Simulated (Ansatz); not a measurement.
## Reading a saddle point

A first-order saddle point of C2H6O, closed shell, PBE0-D4/def2-TZVP, with one imaginary mode of 1932i cm⁻¹:

```xyz
9
angstrom
O -1.0909 -0.9795 0.2383
C -0.1161 0.2915 -0.6365
H -0.9583 0.9208 -0.8995
H 0.2676 -0.3039 -1.4594
C 0.7067 0.6064 0.4687
H 0.5060 1.5204 1.0151
H 1.7397 0.2783 0.4507
H -0.1811 -0.4596 0.8801
H -0.8737 -1.8745 -0.0574
```

Program: Ansatz 0.2.0. Basis: def2-TZVPP and def2-QZVPP. Cores are frozen in the correlated methods. Extrapolation: Hartree–Fock as exp(−7.88 √X), correlation as X^−2.97.

Which contacts change along the imaginary mode, and what lies on either side? (A judgement: the text doesn't fix the answer.)

The calculation gives: The step is C₂H₆O (CCO) → C₂H₄ (C=C) + H₂O, with the molecules in contact on both sides. Shortening one way: O1–H8; lengthening the same way: O1–C2, C5–H8.
| pair | one side (Å) | saddle (Å) | other side (Å) |
| --- | --- | --- | --- |
| O1–H8 | 2.63 | 1.23 | 0.96 |
| O1–C2 | 1.41 | 1.83 | 3.39 |
| C5–H8 | 1.09 | 1.45 | 2.45 |

Which side is lower, and how far does the saddle lie above each? (An estimate is asked for; the value comes from the calculation.)

By the calculation: The side with O1–C2, C5–H8 short is lower by 0.496 eV; the saddle lies 3.070 eV above it and 2.575 eV above the other (CCSD(T) at an estimated basis limit (MP2 extrapolated from triple and quadruple zeta, plus CCSD(T) − MP2 in triple zeta); electronic energies).

T1 diagnostic: at most 0.018.

For scale, one of the runs: CCSD(T)/def2-TZVPP, 177 basis functions, launched by `ansatz run in.yaml --threads 2 --pin off --events-out ev --progress --plain --max-ram 4352MiB`. Hardware: 2 CPU threads of an Intel Xeon Platinum 8223CL, shared host. Wall time 25 s; peak host memory 1.8 GiB.
